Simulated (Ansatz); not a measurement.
# A basis-limit estimate, worked out

The pair of HF (SMILES F, atoms 1–2) and H2S (SMILES S, atoms 3–5), both closed shells, in one local arrangement (a lower one may exist), relaxed at PBE0-D4/def2-TZVP:

F1  (0.629, 0.184, -2.026)
H2  (0.156, 0.069, -1.227)
S3  (-0.785, -0.174, 0.767)
H4  (0.181, -0.992, 1.213)
H5  (-0.181, 0.913, 1.273)
(Å)

Both fragments are computed in the basis of the whole pair.

Computed with Ansatz 0.2.0 (basis: def2-TZVPPD and def2-QZVPPD); correlated methods freeze the cores.

Energies in eV:

| quantity | pair | first fragment | second fragment |
| --- | --- | --- | --- |
| Hartree–Fock, triple zeta (X = 3) | -13572.45443 | -2722.91090 | -10849.41311 |
| Hartree–Fock, quadruple zeta (X = 4) | -13572.86206 | -2723.01999 | -10849.71180 |
| MP2 correlation, X = 3 | -12.79299 | -7.46295 | -5.25041 |
| MP2 correlation, X = 4 | -13.86536 | -8.11879 | -5.65568 |
| CCSD(T) correlation, X = 3 | -13.90821 | -7.70186 | -6.13502 |

Task: Work out the interaction energy at the basis limit: extrapolate Hartree–Fock as E(X) = E∞ + A exp(−7.88 √X) and the MP2 correlation as E(X) = E∞ + B X^−2.97 (the exponents that Neese and Valeev fitted for def2-TZVPP and QZVPP, reused here for the diffuse sets), then add CCSD(T) − MP2 in triple zeta.

Result: Each step is linear, so take the differences first (pair − first fragment − second fragment): Hartree–Fock -0.13042 (X = 3) and -0.13027 (X = 4); MP2 correlation -0.07963 and -0.09089; CCSD(T) correlation -0.07133.
Two points give E∞ = E(4) + w [E(4) − E(3)], with w = 1/(exp(7.88 (2 − √3)) − 1) = 0.1377 for Hartree–Fock and w = 1/((4/3)^2.97 − 1) = 0.7407 for the correlation.
Hartree–Fock: -0.13027 + 0.1377 × 0.00015 = -0.1302 eV.
MP2 correlation: -0.09089 + 0.7407 × (-0.01126) = -0.0992 eV.
CCSD(T) − MP2: -0.07133 − (-0.07963) = 0.0083 eV.
Sum: -0.1302 + (-0.0992) + 0.0083 = -0.2211 eV, or -5.10 kcal/mol. Plain CCSD(T) in triple zeta gives -0.2018 eV, so the larger basis shifts the result by -0.0193 eV.

The T1 diagnostic stays at or below 0.011.

For scale, one of the runs: CCSD(T)/def2-TZVPPD, 142 basis functions, launched by `ansatz run in.yaml --threads 2 --pin off --events-out ev --progress --plain --max-ram 5222MiB`. Time: 3.9 s of wall clock on 2 CPU threads of an Intel Xeon 6975P-C; the host was shared. Peak host memory: 0.9 GiB.
